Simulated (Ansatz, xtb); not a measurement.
Relative energy of two structures of H5Si3+

Structure I is a singlet given by its coordinates and structure II is a singlet given by its coordinates. Both are isolated ions in the gas phase, relaxed with r2SCAN-D4/def2-SVP.

I (Å):

```xyz
8

Si   -1.9802   -1.3139    2.3349
Si   -0.0004   -0.3589    2.1479
Si    0.9706   -1.1736    0.3423
H    -2.9555   -1.0439    3.4178
H    -2.3678   -2.3023    1.2993
H     0.5740    0.6473    3.0695
H     0.2202   -2.1799   -0.4477
H     2.3182   -0.7931   -0.1434
```

Close contacts (Å): Si1–Si2 2.21, Si2–Si3 2.21, Si1–H4 1.48, Si1–H5 1.48, Si2–H6 1.48, Si3–H7 1.48, Si3–H8 1.48.

II (Å):

| atom | x (Å) | y (Å) | z (Å) |
| --- | --- | --- | --- |
| Si | 0.9487 | 0.7780 | 0.3664 |
| Si | -1.0856 | 0.0089 | 1.4755 |
| Si | -0.3324 | -0.2642 | -1.1997 |
| H | -0.1171 | -1.6992 | -1.5164 |
| H | -1.2530 | 0.5183 | -2.0636 |
| H | -1.5697 | -0.6039 | -0.0081 |
| H | 2.1340 | 0.0313 | 0.8609 |
| H | 0.9904 | 2.2620 | 0.3120 |

Close contacts (Å): Si1–Si2 2.44, Si1–Si3 2.28, Si2–Si3 2.79, Si1–H7 1.49, Si1–H8 1.49, Si2–H6 1.68, Si3–H4 1.49, Si3–H5 1.49, Si3–H6 1.75.

Energies in hartree; the thermal terms are from r2SCAN-D4/def2-SVP harmonic frequencies (ideal gas, rigid rotor, one conformer each, 298.15 K, 1 atm) and include the zero-point energy:

|  | I | II |
| --- | --- | --- |
| E, CCSD(T)/def2-TZVP | −869.790329 | −869.785427 |
| zero-point energy | 0.040884 | 0.040573 |
| H(298 K) − E | 0.048412 | 0.047527 |
| G(298 K) − E | 0.010976 | 0.011548 |

**Question.** Work out ΔE, ΔE₀, ΔH and ΔG for I → II in kcal/mol (1 Eh = 627.51 kcal/mol) and the equilibrium ratio [II]/[I].

**Answer.** 1. ΔE = −869.785427 − (−869.790329) = +0.004902 Eh = +3.08 kcal/mol.
2. ΔE₀ = ΔE + ΔZPE = +0.004902 + (−0.000311) Eh = +2.88 kcal/mol.
3. ΔH = ΔE + (−0.000885) Eh = +2.52 kcal/mol.
4. ΔG = ΔE + (+0.000572) Eh = +3.43 kcal/mol, so ΔS = (ΔH − ΔG)/T = −12.8 J/(mol K).
5. kT = 0.9442 mEh, so K = [II]/[I] = exp(−ΔG/kT) = exp(−5.80) ≈ 0.003.

Structure I is favoured at this temperature. An error of 1 kcal/mol in ΔG would change K by a factor of 5.4. Mirror images and further conformers aren't counted.

Other levels gave ΔE = +6.4 (r2SCAN-D4/def2-SVP); +3.4 (HF/def2-TZVP); +5.5 (MP2/def2-TZVP) kcal/mol. The correlated steps freeze 15 core orbitals. Programs: Ansatz 0.2.0.
